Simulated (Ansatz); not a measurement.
A made-up structure of CH₄Si, singlet:

C1  (-0.093, -0.366, -0.370)
Si2  (0.917, 0.210, 1.122)
H3  (-1.157, -0.410, -0.102)
H4  (0.215, -1.336, -0.763)
H5  (2.005, -0.606, 1.533)
H6  (0.142, 1.520, 1.284)
(Å)

It is relaxed with PBE-D4/def2-SVP and then PBE0-D4/def2-TZVP (Ansatz 0.2.0). Atoms count as bonded within 1.22 times the sum of their covalent radii (H–H: 0.88 Å). The end point is not checked to be a true minimum.

Problem. Does its bonding change? (Judge from chemistry; the calculation decides.)

Solution. By the calculation: No: no bond forms or breaks.

Where it ends: The first stage lowers the energy by 1.55 eV in 6 steps. It ends as CH₄Si ([CH2][SiH2]):
C1  (-0.168, -0.592, -0.192)
Si2  (0.764, 0.194, 0.991)
H3  (-1.132, -0.214, -0.512)
H4  (0.162, -1.504, -0.675)
H5  (2.080, -0.312, 1.435)
H6  (0.324, 1.438, 1.657)
(Å)

Labels in which every atom is bracketed show which atoms are joined, not bond orders.

For scale, one of the runs: PBE0-D4/def2-TZVP relaxation, 92 basis functions, launched by `ansatz run in.yaml --threads 2 --pin off --events-out ev --progress --plain --max-ram 4352MiB`. The run took about 3.7 s on 2 CPU threads of an Intel Xeon Platinum 8488C (shared host).
